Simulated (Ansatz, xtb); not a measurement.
A geometry optimisation of FHOS with r2SCAN-D4/def2-SVP

The starting geometry of this gas-phase singlet has its atoms placed at random.

```xyz
4

F    -0.7387   -0.6294    0.9549
O     1.5233    0.9346    0.3914
S     0.1022   -0.3870   -0.3683
H    -0.7281    0.9639    0.5820
```

Task: One run relaxed it with r2SCAN-D4/def2-SVP. What is a likely outcome?

Result: It ends as `O=[SH]F`. Contacts that close: O2–S3 (2.08 → 1.47 Å), S3–H4 (1.85 → 1.40 Å).

The energy falls by 6.32 eV over 9 steps:

```csv
step,E − E(last) (eV)
1,6.315
2,3.547
3,1.673
4,0.475
5,0.114
6,0.025
7,0.001
8,0.000
9,0.000
```

Final geometry (Å):

```yaml
atoms:
  - { symbol: F, position_ang: [-0.5748, -0.8861, 1.0520] }
  - { symbol: O, position_ang: [1.4241, 0.5777, 0.3811] }
  - { symbol: S, position_ang: [0.1194, 0.0950, -0.1001] }
  - { symbol: H, position_ang: [-0.8101, 1.0956, 0.2271] }
```

From the same start GFN2-xTB reaches the same bonding as this run.

From so rough a start the end depends on the optimiser's path, so another program may land elsewhere. No frequencies were run, so the end isn't proven a minimum. Run with Ansatz 0.2.0, 21 s on 1 thread of Intel(R) Xeon(R) Platinum 8259CL CPU @ 2.50GHz (Skylake/Cascade Lake), on a shared host.
